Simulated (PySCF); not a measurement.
# C₃H₄F₂O: NMR shifts, electronic excitations and K edges in gas and solvents

Aim: compute the NMR shifts, electronic excitations and K edges of C₃H₄F₂O (`FC[C@@H]1O[C@@H]1F`), and see what a dielectric continuum does where one was used.

The runs use PySCF 2.14.0, with density-fitted response routines of our own; the level of theory stands in each step. All values are computed, except where a source is named. Atoms are numbered from 0 throughout.

### 1 The molecule as given

10 atoms, charge 0, multiplicity 1; geometry from: GFN2-xTB.

Bonds of the start (Å): F0–C1 1.37, C1–C2 1.51, C2–O3 1.41, O3–C4 1.37, C4–F5 1.35, C4–C2 1.46, C1–H6 1.10, C1–H7 1.09, C2–H8 1.09, C4–H9 1.08.

### 2 Relaxing the molecule at PBE0-D3(BJ)/def2-SVP

Job settings and geometry (Å):

```
{"job": {"xc": "PBE0", "basis": "def2-SVP", "d3": "d3bj", "grid": 1, "kind": "geom"}, "charge": 0, "multiplicity": 1}
F     -1.930164    -0.956497    -0.472126
C     -1.215138     0.169020    -0.161098
C      0.073853    -0.239271     0.519313
O      0.961924     0.789950     0.884459
C      1.372553    -0.035072    -0.126547
F      1.398685     0.507772    -1.364176
H     -1.831686     0.770110     0.515557
H     -1.027243     0.712131    -1.092527
H     -0.031944    -1.043400     1.243571
H      2.238040    -0.670088     0.031047
```

Launch:

```bash
OMP_NUM_THREADS=1 python probes_run.py task.json out
```

This one command runs all jobs of the session in turn.

The program printed:

```text
step   0  E = -390.88526905  max force = 0.013510
step   1  E = -390.88062664  max force = 0.029017
step   2  E = -390.88453028  max force = 0.021534
step   3  E = -390.88497985  max force = 0.010032
step   4  E = -390.88593406  max force = 0.003588
step   5  E = -390.88603767  max force = 0.003121
step   6  E = -390.88623723  max force = 0.001319
step   7  E = -390.88627689  max force = 0.000516
step   8  E = -390.88638392  max force = 0.002084
step   9  E = -390.88642761  max force = 0.002068
step  10  E = -390.88645900  max force = 0.001327
step  11  E = -390.88646520  max force = 0.000704
step  12  E = -390.88646613  max force = 0.000270
optimisation converged
```

Run time: 43 s. Hardware: 1 thread of Arm Neoverse V2, shared host; peak memory 0.44 GiB.

Relaxation path: (the energy doesn't fall at every step)

```
step  energy from step 0 (eV)  largest force component (eV/Å)
   0                   0.0000                          0.6947
   1                   0.1263                          1.4921
   2                   0.0201                          1.1073
   3                   0.0079                          0.5159
   4                  -0.0181                          0.1845
   5                  -0.0209                          0.1605
   6                  -0.0263                          0.0678
   7                  -0.0274                          0.0265
   8                  -0.0303                          0.1072
   9                  -0.0315                          0.1063
  10                  -0.0324                          0.0682
  11                  -0.0325                          0.0362
  12                  -0.0326                          0.0139
```

Close pairs (by a distance rule), those that changed most:

```
 bond  before (Å)  after (Å)  change (Å)
C2–O3       1.408      1.430      +0.023
C4–H9       1.085      1.097      +0.012
C2–H8       1.087      1.099      +0.012
C1–C2       1.514      1.503      -0.011
C1–H6       1.095      1.103      +0.008
C2–C4       1.465      1.458      -0.007
C4–F5       1.352      1.345      -0.007
C1–H7       1.094      1.101      +0.006
```

The final coordinates are the input of the step that follows.

```
                         at the end point                value
  point group (found at 0.08 Å tolerance)                   C1
rotational constants (GHz, main isotopes)  6.823, 2.487, 2.078
                        dipole moment (D)                 1.12
```

### 3 Nuclear shieldings: PBE0/pcSseg-1 in water

Job settings and geometry (Å):

```
{"job": {"kind": "nmr", "xc": "PBE0", "basis": "pcSseg-1", "solvent": "water", "pop": true}, "charge": 0, "multiplicity": 1}
F     -0.359557    -1.437753     1.631979
C      0.096390    -0.211762     1.226371
C      0.425402    -0.276899    -0.238527
O      0.779790     0.967848    -0.846946
C     -0.407970     0.394016    -1.228892
F     -1.519312     1.035760    -0.826282
H      1.003625     0.043164     1.800366
H     -0.672337     0.553284     1.415302
H      1.040458    -1.137780    -0.535801
H     -0.500344     0.064607    -2.271617
```

Method: GIAO PBE0/pcSseg-1 NMR shielding, non-relativistic, IEF-PCM water.

The program printed:

```text
coarse grid: 9000 points
cycle   1  E = -391.0007286061  dE =  9.684e-01  |g| = 7.551e-01  |ddm| = 2.723e+00
cycle   2  E = -390.8969444781  dE =  1.038e-01  |g| = 1.103e+00  |ddm| = 9.781e-01
cycle   3  E = -391.0919845055  dE = -1.950e-01  |g| = 7.674e-02  |ddm| = 6.212e-01
cycle   4  E = -391.0926786298  dE = -6.941e-04  |g| = 4.765e-02  |ddm| = 6.868e-02
cycle   5  E = -391.0930442466  dE = -3.656e-04  |g| = 6.369e-03  |ddm| = 2.953e-02
cycle   6  E = -391.0930496982  dE = -5.452e-06  |g| = 2.791e-03  |ddm| = 6.065e-03
final grid: 89528 points
cycle   7  E = -391.1516274446  dE = -2.690e-05  |g| = 1.054e-02  |ddm| = 2.139e-02
cycle   8  E = -391.1516001937  dE =  2.725e-05  |g| = 1.647e-02  |ddm| = 1.412e-02
cycle   9  E = -391.1516468562  dE = -4.666e-05  |g| = 1.034e-03  |ddm| = 8.747e-03
cycle  10  E = -391.1516470651  dE = -2.088e-07  |g| = 2.274e-04  |ddm| = 7.300e-04
cycle  11  E = -391.1516470723  dE = -7.233e-09  |g| = 9.618e-05  |ddm| = 1.853e-04
cycle  12  E = -391.1516470736  dE = -1.251e-09  |g| = 1.602e-05  |ddm| = 6.079e-05
cycle  13  E = -391.1516470736  dE = -3.752e-11  |g| = 5.611e-06  |ddm| = 1.497e-05
converged SCF energy = -391.1516470736

GIAO shielding tensors (ppm)
atom      isotropic    diamagn.    paramagn.     s11        s22        s33       span
  0 F      444.425     470.881     -26.456    412.246    443.979    477.050     64.805
  1 C      105.105     241.309    -136.204     69.250     79.449    166.616     97.366
  2 C      132.967     251.220    -118.253     82.408    138.500    177.993     95.585
  3 O      275.883     398.068    -122.185    126.058    298.251    403.341    277.283
  4 C       95.489     244.877    -149.388     48.506     83.273    154.687    106.181
  5 F      364.598     473.575    -108.977    271.535    394.348    427.911    156.375
  6 H       26.198      27.301      -1.103     21.752     26.836     30.005      8.253
  7 H       26.844      27.977      -1.133     23.250     28.368     28.914      5.664
  8 H       28.113      29.185      -1.072     22.504     26.443     35.392     12.888
  9 H       25.570      27.361      -1.791     20.163     24.707     31.838     11.675
```

Run time: 8.7 s. Hardware: 1 thread of Arm Neoverse V2, shared host; peak memory 0.62 GiB.

Shifts follow as δ = σ(reference) − σ, with reference shieldings (ppm) from runs at the same level and on the same kind of geometry: ¹H TMS 31.24, ¹³C TMS 185.5, ¹⁹F CFCl3 180.6, ¹⁷O H2O 343.2. The references are single molecules in the same continuum, so shifts against H2O, NH3, PH3, H3PO4 or CFCl3 are not on the usual liquid scales and can be off by tens of ppm.

```
atoms                                                 environment  σ (ppm)  δ (ppm)
   C4                three-membered-ring carbon bearing a halogen     95.5     90.0
   C1                                         sp3 CH2 bonded to F    105.1     80.4
   C2                                         epoxide ring carbon    133.0     52.5
   H9  hydrogen on a three-membered-ring carbon bearing a halogen    25.57     5.67
   H6                          hydrogen on an sp3 CH2 bonded to F    26.20     5.04
   H7                          hydrogen on an sp3 CH2 bonded to F    26.84     4.39
   H8                          hydrogen on an epoxide ring carbon    28.11     3.13
   F5                                   fluorine on an sp3 carbon    364.6   -184.0
   F0                                   fluorine on an sp3 carbon    444.4   -263.8
   O3                                                ether oxygen    275.9     67.3
```

The run also stored atomic charges by several schemes (e):

```
atoms  Mulliken    IAO  Hirshfeld  ESP fit
   F0     -0.35  -0.33      -0.13    -0.27
   C1      0.23   0.03       0.02     0.15
   C2     -0.14   0.03       0.02    -0.06
   O3     -0.42  -0.41      -0.17    -0.32
   C4      0.41   0.34       0.11     0.22
   F5     -0.30  -0.30      -0.10    -0.19
```

Mayer bond orders: F0–C1 0.88, C1–C2 1.01, C2–O3 0.86, O3–C4 1.00, C4–F5 0.95, C4–C2 0.96.

Ring of atoms C2, O3, C4: NICS(0) -42.7, NICS(1) -6.3, NICS(1)zz -17.8 ppm (means of both faces).

The two faces differ (NICS(1)zz -21.9 and -13.6 ppm).

In rings of three or four atoms NICS is ruled by the nearby σ bonds, so it says little on aromaticity.

### 4 Ultraviolet spectrum: PBE0/def2-SVPD

Same as in step 3 but for these lines:

```diff
@@ -1,2 +1,2 @@
-{"job": {"kind": "nmr", "xc": "PBE0", "basis": "pcSseg-1", "solvent": "water", "pop": true}, "charge": 0, "multiplicity": 1}
+{"job": {"kind": "uv", "xc": "PBE0", "basis": "def2-SVPD", "dynamic": true, "nstates": 6, "ntriplets": 0}, "charge": 0, "multiplicity": 1}
 F     -0.359557    -1.437753     1.631979
```

With the program's defaults for keys left out, this is: TDDFT PBE0/def2-SVPD, vertical, gas phase, core orbitals frozen in the response.

The program printed:

```text
coarse grid: 9000 points
cycle   1  E = -390.7623640943  dE =  9.347e-01  |g| = 7.160e-01  |ddm| = 4.038e+00
cycle   2  E = -390.6350983242  dE =  1.273e-01  |g| = 1.117e+00  |ddm| = 1.660e+00
cycle   3  E = -390.8520293422  dE = -2.169e-01  |g| = 9.322e-02  |ddm| = 1.018e+00
cycle   4  E = -390.8531146375  dE = -1.085e-03  |g| = 5.623e-02  |ddm| = 1.411e-01
cycle   5  E = -390.8536681470  dE = -5.535e-04  |g| = 7.009e-03  |ddm| = 5.311e-02
cycle   6  E = -390.8536748233  dE = -6.676e-06  |g| = 3.338e-03  |ddm| = 1.189e-02
cycle   7  E = -390.8536773105  dE = -2.487e-06  |g| = 2.488e-04  |ddm| = 4.316e-03
final grid: 89528 points
cycle   8  E = -390.9121911670  dE = -2.335e-05  |g| = 9.699e-03  |ddm| = 7.754e-02
cycle   9  E = -390.9121634605  dE =  2.771e-05  |g| = 1.569e-02  |ddm| = 2.375e-02
cycle  10  E = -390.9122090884  dE = -4.563e-05  |g| = 1.213e-03  |ddm| = 1.462e-02
cycle  11  E = -390.9122093891  dE = -3.007e-07  |g| = 2.897e-04  |ddm| = 1.442e-03
cycle  12  E = -390.9122094010  dE = -1.193e-08  |g| = 1.077e-04  |ddm| = 3.298e-04
cycle  13  E = -390.9122094030  dE = -1.932e-09  |g| = 1.604e-05  |ddm| = 1.059e-04
cycle  14  E = -390.9122094030  dE = -4.979e-11  |g| = 3.093e-06  |ddm| = 3.305e-05
converged SCF energy = -390.9122094030

Static polarisability (au): isotropic 40.619, principal 37.096 38.434 46.327

Singlet excitations
state   eV       nm        f      main configurations
  1   8.2351    150.6   0.01267   H->L 0.48, H->L+1 0.35
  2   8.4727    146.3   0.02186   H->L+1 0.47, H->L 0.47
  3   8.6686    143.0   0.04058   H-1->L 0.46, H-1->L+1 0.32, H->L+1 0.13
  4   8.9490    138.5   0.00209   H-1->L+1 0.58, H-1->L 0.35
  5   8.9994    137.8   0.04181   H->L+2 0.88
  6   9.3087    133.2   0.02488   H->L+3 0.93
```

It took 19 s on 1 thread of Arm Neoverse V2, shared host; peak memory 0.72 GiB.

Frontier orbitals and where they lie:

```
orbital      eV                      atoms
 HOMO−3  -10.99  F0 47 %, O3 18 %, C1 10 %
 HOMO−2  -10.36  F0 44 %, C1 20 %, H7 12 %
 HOMO−1   -9.36  O3 34 %, C2 18 %, C4 14 %
   HOMO   -8.94  O3 42 %, C2 17 %, C4 11 %
   LUMO    0.73  C1 22 %, C4 12 %, F0 12 %
 LUMO+1    0.95  O3 22 %, C2 15 %, H8 15 %
 LUMO+2    1.29  O3 24 %, H6 13 %, C1 13 %
```

With each of the 6 states as a Gaussian band of 0.4 eV half-width at 1/e, the curve within the window shown has maxima at 141 nm (ε 3,600) L/(mol cm). Beyond the last state computed it falls off for lack of states. The curve at chosen wavelengths:

nm, ε (L/mol/cm) and a bar:
```
      129        753 ######
      130       1040 ########
      132       1711 ##############
      133       2060 #################
      134       2396 ####################
      136       2972 #########################
      137       3196 ###########################
      138       3370 ############################
      140       3569 ##############################
      141       3592 ##############################
      142       3563 ##############################
      144       3348 ############################
      145       3167 ##########################
      146       2944 ########################
      147       2689 ######################
      149       2124 #################
      150       1837 ###############
      151       1561 #############
      153       1066 ########
      154        858 #######
      155        677 #####
      157        400 ###
      158        299 ##
      159        219 #
      161        111 
      162         77
```

Further results of this job:

```
           property  computed
  dipole moment (D)      1.22
polarisability (Å³)      6.02
 HOMO–LUMO gap (eV)      9.67
      −ε(HOMO) (eV)      8.94
C6 with itself (au)       853
```

### 5 Ultraviolet spectrum: PBE0/def2-SVPD in water

Same as in step 4 but for these lines:

```diff
@@ -1,2 +1,2 @@
-{"job": {"kind": "uv", "xc": "PBE0", "basis": "def2-SVPD", "dynamic": true, "nstates": 6, "ntriplets": 0}, "charge": 0, "multiplicity": 1}
+{"job": {"kind": "uv", "xc": "PBE0", "basis": "def2-SVPD", "solvent": "water", "nstates": 6, "ntriplets": 0}, "charge": 0, "multiplicity": 1}
 F     -0.359557    -1.437753     1.631979
```

With the program's defaults for keys left out, this is: TDDFT PBE0/def2-SVPD, vertical, IEF-PCM water (non-equilibrium linear response), core orbitals frozen in the response.

The program printed:

```text
coarse grid: 9000 points
cycle   1  E = -390.7764594436  dE =  9.209e-01  |g| = 6.982e-01  |ddm| = 4.039e+00
cycle   2  E = -390.6722922010  dE =  1.042e-01  |g| = 1.045e+00  |ddm| = 1.581e+00
cycle   3  E = -390.8607916291  dE = -1.885e-01  |g| = 7.534e-02  |ddm| = 9.421e-01
cycle   4  E = -390.8614723426  dE = -6.807e-04  |g| = 4.610e-02  |ddm| = 1.128e-01
cycle   5  E = -390.8618450526  dE = -3.727e-04  |g| = 6.358e-03  |ddm| = 4.440e-02
cycle   6  E = -390.8618504872  dE = -5.435e-06  |g| = 2.797e-03  |ddm| = 9.541e-03
final grid: 89528 points
cycle   7  E = -390.9203388178  dE = -2.308e-05  |g| = 1.012e-02  |ddm| = 7.720e-02
cycle   8  E = -390.9203130236  dE =  2.579e-05  |g| = 1.568e-02  |ddm| = 2.364e-02
cycle   9  E = -390.9203584937  dE = -4.547e-05  |g| = 1.285e-03  |ddm| = 1.414e-02
cycle  10  E = -390.9203588386  dE = -3.449e-07  |g| = 2.054e-04  |ddm| = 1.488e-03
cycle  11  E = -390.9203588442  dE = -5.562e-09  |g| = 1.052e-04  |ddm| = 2.829e-04
cycle  12  E = -390.9203588459  dE = -1.723e-09  |g| = 1.641e-05  |ddm| = 9.178e-05
cycle  13  E = -390.9203588459  dE = -4.695e-11  |g| = 6.511e-06  |ddm| = 2.857e-05
converged SCF energy = -390.9203588459

Static polarisability (au): isotropic 51.170, principal 47.664 48.938 56.908

Singlet excitations
state   eV       nm        f      main configurations
  1   8.1870    151.4   0.01876   H->L 0.69, H->L+1 0.20
  2   8.5110    145.7   0.01510   H->L+1 0.47, H->L 0.26, H-1->L 0.21
  3   8.6003    144.2   0.04797   H-1->L 0.51, H->L+1 0.30, H-1->L+1 0.13
  4   9.0283    137.3   0.00368   H-1->L+1 0.75, H-1->L 0.16
  5   9.1262    135.9   0.07333   H->L+2 0.91
  6   9.3390    132.8   0.01021   H->L+3 0.81, H-2->L 0.14
```

Run time: 15 s. Hardware: 1 thread of Arm Neoverse V2, shared host; peak memory 0.76 GiB.

Key values: HOMO -8.76 eV, LUMO 0.88 eV; lowest singlet 8.19 eV.

### 6 K-edge absorption: BHandHLYP/aug-pcX-1+pcseg-1

Same as in step 5 but for these lines:

```diff
@@ -1,2 +1,2 @@
-{"job": {"kind": "uv", "xc": "PBE0", "basis": "def2-SVPD", "solvent": "water", "nstates": 6, "ntriplets": 0}, "charge": 0, "multiplicity": 1}
+{"job": {"kind": "xas", "xc": "BHandHLYP", "basis": {"default": "aug-pcX-1", "H": "pcseg-1"}}, "charge": 0, "multiplicity": 1}
 F     -0.359557    -1.437753     1.631979
```

Method: core-valence-separated TDA BHandHLYP/aug-pcX-1 H:pcseg-1, K edges, non-relativistic, gas phase.

The program printed:

```text
coarse grid: 9000 points
cycle   1  E = -391.2073783985  dE =  1.058e+00  |g| = 8.074e-01  |ddm| = 3.530e+00
cycle   2  E = -391.1752160423  dE =  3.216e-02  |g| = 9.659e-01  |ddm| = 1.137e+00
cycle   3  E = -391.3209202152  dE = -1.457e-01  |g| = 7.000e-02  |ddm| = 6.367e-01
cycle   4  E = -391.3214905359  dE = -5.703e-04  |g| = 4.593e-02  |ddm| = 8.797e-02
cycle   5  E = -391.3218324183  dE = -3.419e-04  |g| = 9.506e-03  |ddm| = 3.449e-02
cycle   6  E = -391.3218465575  dE = -1.414e-05  |g| = 2.342e-03  |ddm| = 8.791e-03
cycle   7  E = -391.3218476851  dE = -1.128e-06  |g| = 4.728e-04  |ddm| = 2.729e-03
final grid: 89528 points
cycle   8  E = -391.3514220262  dE = -8.816e-05  |g| = 3.575e-03  |ddm| = 3.443e-02
cycle   9  E = -391.3514219196  dE =  1.066e-07  |g| = 3.315e-03  |ddm| = 5.015e-03
cycle  10  E = -391.3514236109  dE = -1.691e-06  |g| = 4.864e-04  |ddm| = 2.493e-03
cycle  11  E = -391.3514236410  dE = -3.002e-08  |g| = 1.497e-04  |ddm| = 3.918e-04
cycle  12  E = -391.3514236450  dE = -4.092e-09  |g| = 3.171e-05  |ddm| = 1.252e-04
cycle  13  E = -391.3514236452  dE = -1.513e-10  |g| = 1.477e-05  |ddm| = 3.250e-05
converged SCF energy = -391.3514236452

C K edge
   eV          f      from atoms
  286.409   0.05400   C2
  286.842   0.05463   C1
  287.668   0.02405   C2
  288.212   0.02141   C1
  288.599   0.01461   C2
  288.662   0.03015   C1
  288.928   0.00514   C2
  289.137   0.05693   C4
  289.250   0.00071   C2
  289.294   0.05900   C4
  289.373   0.00566   C1
  289.808   0.00201   C1
  289.840   0.02925   C4
  289.968   0.00235   C2
  290.107   0.01107   C1
  290.175   0.00348   C2

O K edge
   eV          f      from atoms
  533.114   0.04468   O3
  534.650   0.02825   O3
  535.042   0.00820   O3
  535.542   0.00609   O3
  535.770   0.00079   O3
  536.327   0.01355   O3
  536.690   0.00446   O3
  536.923   0.01047   O3

F K edge
   eV          f      from atoms
  685.253   0.02700   F0
  686.534   0.02420   F5
  686.818   0.00961   F0
  687.358   0.00178   F0
  687.386   0.01023   F5
  687.709   0.00663   F5
  687.735   0.00364   F0
  688.054   0.00881   F5
  688.197   0.00350   F0
  688.377   0.00363   F5
  688.403   0.00487   F0
  688.490   0.00275   F0
```

Run time: 16 s. Hardware: 1 thread of Arm Neoverse V2, shared host; peak memory 0.83 GiB.

### 7 Run by run: electronic excitations

Excitations and ground-state properties, with basis size and wall time:

```
                    run  lowest singlet (eV)  brightest (eV)      f  gap (eV)  α (Å³)  μ (D)  functions  time
         PBE0/def2-SVPD                 8.24            9.00  0.042      9.67    6.02   1.22        161  19 s
PBE0/def2-SVPD in water                 8.19            9.13  0.073      9.64    7.58   1.56        161  15 s
```

### 8 Summary of results

```
                                       quantity                                                  value
                                    point group                                                     C1
           rotational constants (main isotopes)                                   6.82, 2.49, 2.08 GHz
  ¹³C shifts against TMS (PBE0/pcSseg-1, water)                                   90.0, 80.4, 52.5 ppm
   ¹H shifts against TMS (PBE0/pcSseg-1, water)                             5.67, 5.04, 4.39, 3.13 ppm
¹⁹F shifts against CFCl3 (PBE0/pcSseg-1, water)                                     -184.0, -263.8 ppm
  ¹⁷O shifts against H2O (PBE0/pcSseg-1, water)                                               67.3 ppm
                lowest singlet (PBE0/def2-SVPD)                            8.24 eV (151 nm), f = 0.013
       brightest single state of those computed                            state 5, 9.00 eV, f = 0.042
                                       C K edge  first line 286.41 eV, strongest 289.29 eV (f = 0.059)
                                       O K edge  first line 533.11 eV, strongest 533.11 eV (f = 0.045)
                                       F K edge  first line 685.25 eV, strongest 685.25 eV (f = 0.027)
                    range of the lowest singlet                                        8.19 to 8.24 eV
```

**Reading.** The optimisation took 12 steps and gained 0.033 eV; among the close pairs (by a distance rule), C2–O3 changed most, from 1.408 to 1.430 Å. H9 (hydrogen on a three-membered-ring carbon bearing a halogen) lies farthest downfield among hydrogen, at 5.67 ppm; its carbon carries F and O, which withdraws density. The first singlet state (HOMO→LUMO 0.48, HOMO→LUMO+1 0.35) lies at 8.24 eV and is weak; of the 6 states computed, the strongest absorption comes from state 5 at 9.00 eV. States above −ε(HOMO) lie where TDDFT describes them poorly and they hang on the basis; the brightest is among them. At the C edge the strongest single line lifts a 1s electron of C4 into several orbitals, led by LUMO (weight 0.19), 2.9 eV above the first line. At the O edge the strongest single line lifts a 1s electron of O3 into several orbitals, led by LUMO+10 (weight 0.30), and it is the first line. At the F edge the strongest single line lifts a 1s electron of F0 into several orbitals, led by LUMO+3 (weight 0.20), and it is the first line. Absolute edge energies from this method are off by several eV; spacings are better. The lowest singlet runs from 8.19 eV (PBE0/def2-SVPD in water) to 8.24 eV (PBE0/def2-SVPD), while the orbital gap spans 9.64 to 9.67 eV. The lowest state need not be the same one in every run.
